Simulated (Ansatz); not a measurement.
Graphite

Method: r²SCAN in Ansatz (plane waves, PAW).

Cell: relaxed at this level.

- interlayer binding energy: 6.8 meV/Å²
- layer repeat distance: 3.525 Å
- gap between the layers: 3.525 Å

Measured, for comparison: interlayer binding energy 23.3 ± 2 meV/Å² (temperature not stated, no zero-point or thermal correction, bulk; as tabulated in Ning et al. (2022), arXiv:2204.11717). Computed (rounded) less measured: interlayer binding energy -71 %.

Note: the cell comes from a level without a dispersion term, which matters for the spacing of layers, chains or molecules.

Computed values are for the static lattice.

The result took around 80 core-seconds (rough).

Ansatz is a quantum-chemistry and plane-wave program.
